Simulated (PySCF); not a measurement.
# wB97X/aug-cc-pVTZ run of Cl2 (chlorine)

Aim: the energy change on altering one bond length of Cl2 (chlorine) at wB97X/aug-cc-pVTZ, from 2 runs. 

The calculation is run with PySCF 2.14.0.

2 further runs of the same task are left out: 2 set aside as unsound or not needed.

### 1 The molecule

The species is Cl2 (2 atoms), meant as a singlet with charge 0. As SMILES, `ClCl`. Geometry: relaxed at PBE0-D4/def2-TZVP.

Bond lengths: Cl1–Cl2 1.982 Å.

### 2 The energy at wB97X/aug-cc-pVTZ

run.py reads:

```python
from pyscf import gto, dft

system = gto.Mole()
system.atom = [
    ('Cl', (0.845690, -0.281600, 0.433600)),
    ('Cl', (-0.845690, 0.281600, -0.433600)),
]
system.charge = 0
system.basis = 'aug-cc-pvtz'
system.max_memory = 1860
system.verbose = 3
system.build()

mf = dft.RKS(system, xc='wb97x')
mf.grids.level = 5
mf.conv_tol = 1e-10
mf.kernel()
if not mf.converged:
    mf = mf.newton().run(mf.mo_coeff, mf.mo_occ)

e_tot = mf.e_tot
print('E = %.10f Eh' % e_tot)
```

Launch:

```sh
$ OMP_NUM_THREADS=1 python run.py
```

The log of the run:

```text
converged SCF energy = -920.398860539761
E = -920.3988605398 Eh
```

Wall time 13 s (1 thread of Arm Neoverse V1, shared host); peak memory 0.47 GiB.

### 3 The distorted shape, same level

geometry.xyz reads:

```xyz
2
Cl2
Cl     1.099410    -0.366084     0.563687
Cl    -0.845690     0.281600    -0.433600
```

job.py reads:

```python
from pyscf import gto, dft

mol = gto.M(
    atom='geometry.xyz',
    verbose=4,
    max_memory=1860,
    basis='aug-cc-pvtz',
)

mf = dft.RKS(mol)
mf.xc = 'wb97x'
mf.grids.level = 5
mf.conv_tol = 1e-10
mf.kernel()
if not mf.converged:
    mf = mf.newton().run(mf.mo_coeff, mf.mo_occ)

etot = mf.e_tot
print('E(%s) = %.9f' % ('WB97X', etot))
```

Launch:

```sh
$ OMP_NUM_THREADS=1 python job.py
```

The log of the run:

```text
PySCF version 2.14.0

[INPUT] num. atoms = 2
[INPUT] num. electrons = 34
[INPUT] charge = 0
[INPUT] spin (= nelec alpha-beta = 2S) = 0
[INPUT] symmetry False subgroup None
[INPUT] Mole.unit = angstrom
[INPUT] Symbol           X                Y                Z      unit          X                Y                Z       unit  Magmom
[INPUT]  1 Cl     1.099410000000  -0.366084000000   0.563687000000 AA    2.077583798608  -0.691798498585   1.065214049978 Bohr   0.0
[INPUT]  2 Cl    -0.845690000000   0.281600000000  -0.433600000000 AA   -1.598122486283   0.532146876678  -0.819385247611 Bohr   0.0

nuclear repulsion = 67.081404547683
number of shells = 26
number of NR pGTOs = 150
number of NR cGTOs = 100
basis = aug-cc-pvtz
ecp = {}

******** <class 'pyscf.dft.rks.RKS'> ********
method = RKS
initial guess = minao
damping factor = 0
level_shift factor = 0
DIIS = <class 'pyscf.scf.diis.CDIIS'>
diis_start_cycle = 1
diis_space = 8
diis_damp = 0
SCF conv_tol = 1e-10
SCF conv_tol_grad = None
SCF max_cycles = 50
direct_scf = True
direct_scf_tol = 1e-13
XC library pyscf.dft.libxc version 7.0.0
    S. Lehtola, C. Steigemann, M. J.T. Oliveira, and M. A.L. Marques.,  SoftwareX 7, 1–5 (2018)
XC functionals = wb97x
radial grids:
    Treutler-Ahlrichs [JCP 102, 346 (1995); DOI:10.1063/1.469408] (M4) radial grids

becke partition: Becke, JCP 88, 2547 (1988); DOI:10.1063/1.454033
pruning grids: <function nwchem_prune>
grids dens level: 5
symmetrized grids: False
atomic radii adjust function: <function treutler_atomic_radii_adjust>
small_rho_cutoff = 0
Set gradient conv threshold to 1e-05
Initial guess from minao.
tot grids = 86096
init E= -920.234055605767
  HOMO = -0.385097523635335  LUMO = -0.250030696025862  gap/eV = 3.67536
cycle= 1 E= -920.365452754476  delta_E= -0.131  |g|= 0.19  |ddm|= 1.04
  HOMO = -0.445983549079956  LUMO = -0.132704432324057  gap/eV = 8.52476
cycle= 2 E= -920.372533754879  delta_E= -0.00708  |g|= 0.101  |ddm|= 0.135
  HOMO = -0.431906127689236  LUMO = -0.112507950520947  gap/eV = 8.69127
cycle= 3 E= -920.374900909123  delta_E= -0.00237  |g|= 0.0144  |ddm|= 0.056
  HOMO = -0.43284069344926  LUMO = -0.111809524087266  gap/eV = 8.73570
cycle= 4 E= -920.374971147949  delta_E= -7.02e-05  |g|= 0.00217  |ddm|= 0.00873
  HOMO = -0.433031925569929  LUMO = -0.111848462425913  gap/eV = 8.73985
cycle= 5 E= -920.374974266517  delta_E= -3.12e-06  |g|= 0.000562  |ddm|= 0.0026
  HOMO = -0.432927981869252  LUMO = -0.11173924103871  gap/eV = 8.73999
cycle= 6 E= -920.374974358535  delta_E= -9.2e-08  |g|= 6.87e-05  |ddm|= 0.000466
  HOMO = -0.432938110302914  LUMO = -0.111750353929178  gap/eV = 8.73996
cycle= 7 E= -920.374974361605  delta_E= -3.07e-09  |g|= 7.61e-06  |ddm|= 0.000122
  HOMO = -0.432941316796681  LUMO = -0.111753809761419  gap/eV = 8.73996
cycle= 8 E= -920.374974361644  delta_E= -3.96e-11  |g|= 8.56e-07  |ddm|= 1.91e-05
  HOMO = -0.432941089419381  LUMO = -0.111753592770702  gap/eV = 8.73996
Extra cycle  E= -920.37497436165  delta_E= -5.34e-12  |g|= 3.47e-07  |ddm|= 1.46e-06
converged SCF energy = -920.37497436165
E(WB97X) = -920.374974362
```

Wall time 13 s (1 thread of Arm Neoverse V1, shared host); peak memory 0.47 GiB.

### 4 Summary of results

At wB97X/aug-cc-pVTZ:

| quantity | value |
| --- | --- |
| first shape: total energy | -920.39886 Eh |
| first shape: dipole moment | 0.00 D |
| first shape: HOMO energy | -11.17 eV |
| first shape: LUMO energy | -0.81 eV |
| first shape: HOMO–LUMO gap | 10.36 eV |
| distorted shape: total energy | -920.37497 Eh |
| distorted shape: dipole moment | 0.00 D |
| distorted shape: HOMO energy | -11.78 eV |
| distorted shape: LUMO energy | -3.04 eV |
| distorted shape: HOMO–LUMO gap | 8.74 eV |
| energy change with the Cl1–Cl2 bond stretched from 1.982 to 2.280 Å | 0.650 eV |

In words: With the Cl1–Cl2 bond stretched from 1.982 to 2.280 Å the energy rises by 0.65 eV (62.7 kJ/mol). The first shape isn't relaxed at this level, so the change isn't measured from a minimum.
